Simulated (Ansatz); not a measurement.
Input file:

```yaml
crystal:
  periodic: [false, false, false]
  atoms:
    - {symbol: Ge, position_ang: [0.000000, -0.103849, 0.276979]}
    - {symbol: O, position_ang: [0.000000, 0.380911, -1.301681]}
    - {symbol: H, position_ang: [0.000000, 1.437839, 0.700767]}
basis:
  gaussian: {orbitals: cc-pVDZ}
magnetization: {spin_polarized: false, initial_magnetization: 1}
correlation: {method: bccd_t, electrons: outside_noble_gas}
```

```sh
$ ansatz run in.yaml --threads 1 --pin off --events-out ev --progress --plain --max-ram 2393MiB
```

Output:

```
503 factors; integrals over basis functions are off by at most 1.1e-3 eV
mean field evaluation 1: about -58517.2860 eV, gradient 4.6e1 eV
mean field evaluation 2: about -58517.2904 eV, gradient 4.6e1 eV
mean field evaluation 4: about -58522.7919 eV, gradient 4.9e0 eV
mean field evaluation 8: about -58522.6088 eV, gradient 8.5e0 eV
mean field evaluation 16: about -58523.8794 eV, gradient 8.4e-3 eV
mean field evaluation 32: about -58522.5941 eV, gradient 7.9e0 eV
mean field evaluation 64: about -58519.9643 eV, gradient 2.0e0 eV
mean field evaluation 96: about -58522.6258 eV, gradient 4.5e-1 eV
mean field evaluation 128: about -58515.3813 eV, gradient 1.5e1 eV
mean field evaluation 160: about -58522.6151 eV, gradient 2.0e0 eV
...
cycle   7  -7.30045673 eV  change    5.5e-3 eV  update   2.4e-3
cycle   8  -7.29866767 eV  change    1.8e-3 eV  update   1.3e-3
cycle   9  -7.29894361 eV  change   -2.8e-4 eV  update   8.2e-4
cycle  10  -7.29934127 eV  change   -4.0e-4 eV  update   5.3e-4
cycle  11  -7.29960705 eV  change   -2.7e-4 eV  update   3.2e-4
cycle  12  -7.29954834 eV  change    5.9e-5 eV  update   1.5e-4
cycle  13  -7.29970112 eV  change   -1.5e-4 eV  update   7.5e-5
cycle  14  -7.29963632 eV  change    6.5e-5 eV  update   3.4e-5
cycle  15  -7.29964353 eV  change   -7.2e-6 eV  update   2.0e-5
cycle  16  -7.29964856 eV  change   -5.0e-6 eV  update   1.2e-5
perturbative correction -0.35315208 eV, -0.0129780994 hartree
Total energy: -58531.53216173 eV, -2150.9941328463 hartree
```

Ran on 1 thread of Intel Xeon Platinum 8259CL, shared host: 9 s wall, 0.14 GiB peak host memory.
